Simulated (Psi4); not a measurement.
Process, species as SMILES: N#N (N2) + 3 [H][H] (H2) → 2 N (NH3)
B3LYP-D3(BJ)/def2-TZVP geometries, fixed; electronic energies without zero-point terms.
Largest species:
```
N
H 1 1.0136
H 1 1.0136 2 107.33
H 1 1.0136 2 107.33 3 -115.09
```
Charge 0, spin multiplicity 1.

Basis-set convergence of the energy of full hydrogenation at HF with Psi4. All functions are spherical. Density fitting with the program's default auxiliary sets. No added dispersion term, no relativity. Functions are those of the species that has most. Reference: the value in aug-cc-pVQZ, -34.31 kcal/mol, itself unsure by roughly 0.07 kcal/mol (its mean distance from cc-pV5Z, def2-QZVPPD, def2-QZVPP). Deviations are taken from unrounded values.

```json
[
 {"basis": "def2-SV(P)", "functions": "28", "energy of full hydrogenation (kcal/mol)": "-20.23", "minus reference (kcal/mol)": "14.08"},
 {"basis": "def2-SVP", "functions": "29", "energy of full hydrogenation (kcal/mol)": "-36.05", "minus reference (kcal/mol)": "-1.74"},
 {"basis": "def2-SVPD", "functions": "44", "energy of full hydrogenation (kcal/mol)": "-44.53", "minus reference (kcal/mol)": "-10.22"},
 {"basis": "def2-TZVP", "functions": "62", "energy of full hydrogenation (kcal/mol)": "-31.15", "minus reference (kcal/mol)": "3.17"},
 {"basis": "def2-TZVPP", "functions": "73", "energy of full hydrogenation (kcal/mol)": "-33.79", "minus reference (kcal/mol)": "0.53"},
 {"basis": "def2-TZVPD", "functions": "74", "energy of full hydrogenation (kcal/mol)": "-32.20", "minus reference (kcal/mol)": "2.11"},
 {"basis": "def2-TZVPPD", "functions": "88", "energy of full hydrogenation (kcal/mol)": "-34.62", "minus reference (kcal/mol)": "-0.31"},
 {"basis": "def2-QZVPP", "functions": "147", "energy of full hydrogenation (kcal/mol)": "-34.25", "minus reference (kcal/mol)": "0.07"},
 {"basis": "def2-QZVPPD", "functions": "162", "energy of full hydrogenation (kcal/mol)": "-34.26", "minus reference (kcal/mol)": "0.05"}
]
```

The smallest set listed that lies within 4 kcal/mol of the reference with all its larger relatives (same family, alike in diffuse functions; a set with none counts only in the reference's own line) is def2-SVP (29 functions, -1.74 kcal/mol off).
